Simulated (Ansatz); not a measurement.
# AlH− (quartet): wave-function methods side by side, aug-cc-pVTZ

One table from this session's results is given with a row withheld; the runs are named, their logs left out.

Method: aug-cc-pVTZ, core rule «outside noble gas», up to 5 orbitals frozen; program: Ansatz 0.2.0, Gaussian basis.

The runs, in order: UHF; CCSD(T) on ROHF; CCSD(T) on UHF; BCCD(T) on ROHF; CCSDT(Q) on ROHF; CCSDT(Q) on UHF; CASSCF and MRCISD+Q, 5 electrons in 5 orbitals; CASSCF and NEVPT2, 5 electrons in 5 orbitals.

9 further runs of the same task are left out: 2 for a known fault of the program, 2 that didn't finish, 5 set aside as unsound or not needed.

### The system

The geometry is a PBE0/def2-TZVPD stationary point (not a proven minimum) of the parent state, kept for this charge and spin.

2 atoms, charge -1, spin multiplicity 4.

Atoms are counted from 1 here; the program's logs count them from 0.

Bond lengths: Al1–H2 1.706 Å.

Set-up of the first run:

The input, in.yaml:

```yaml
crystal:
  periodic: [false, false, false]
  atoms:
    - {symbol: Al, position_ang: [0.000000, 0.000000, 0.000000]}
    - {symbol: H, position_ang: [0.000000, 0.000000, 1.706067]}
basis:
  gaussian: {orbitals: aug-cc-pVTZ}
total_charge: -1
magnetization: {spin_polarized: true, initial_magnetization: 3}
hamiltonian: {xc: hf}
output: {orbitals: {seedname: orbitals}}
```

The run is started by

```
ansatz run in.yaml --threads 1 --pin off --events-out ev --progress --plain --max-ram 4096MiB --backend cpu
```

Among the steps run: UHF; CCSD(T) on ROHF; CCSD(T) on UHF; BCCD(T) on ROHF; CCSDT(Q) on ROHF; CCSDT(Q) on UHF; CASSCF and MRCISD+Q, 5 electrons in 5 orbitals; CASSCF and NEVPT2, 5 electrons in 5 orbitals.

One table of the session follows, with a row left open; its other results are not shown here.

| method | from UCCSDT(Q) (kcal/mol) |
| --- | --- |
| ROHF | +46.96 |
| UHF | +46.53 |
| RMP2 | +12.85 |
| UMP2 | +12.73 |
| RCCSD | ? |
| UCCSD | +2.39 |
| RCCSD(T) | +0.68 |
| UCCSD(T) | +0.65 |
| BCCD(T) | +0.66 |
| RCCSDT | +0.09 |
| UCCSDT | +0.06 |
| RCCSDT(Q) | +0.03 |
| UCCSDT(Q) | 0 |
| CASSCF valence | +36.67 |
| NEVPT2 valence | +13.39 |
| MRCISD valence | +2.76 |
| MRCISD+Q valence | +0.81 |

**Question.** Estimate the row for RCCSD.

**Answer.** from UCCSDT(Q) (kcal/mol): +2.44. In the column «from UCCSDT(Q) (kcal/mol)» it lies between UCCSD (+2.39) and MRCISD valence (+2.76).

To keep in mind: Restricted and unrestricted rows rest on different reference determinants; where their highest levels disagree by more than a few hundredths of an eV, they describe different states and don't form one ladder.
